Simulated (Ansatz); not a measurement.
**doublet SiCl: levels of theory in one basis**

```xyz
2

Si    0.0103    0.0430   -1.0657
Cl    0.0222   -0.0445    1.0481
```

Basis set: def2-SVP (spherical functions). Frozen core: 10 orbitals. Correlation on ROHF uses semicanonical orbitals with singles. Charge 0, multiplicity 2.

Computed with Ansatz (development build ahead of 0.2.0); each method stands on the lowest determinant of its kind that the runs found.

```csv
method,E − E(ROHF) (eV),<S²> of the determinant
ROHF,0.00,–
UHF,-0.11,0.77
ROHF-MP2,-5.28,–
UHF-MP2,-5.27,0.77
```

Task: What does ROHF-CCSD(T) give on the same scale?

Result: -6.17 eV.

Task: Is a single determinant a sound starting point here?

Result: By this sign, yes. Unrestricted orbitals gain 0.11 eV and <S²> is 0.77 against 0.75 for a pure state.
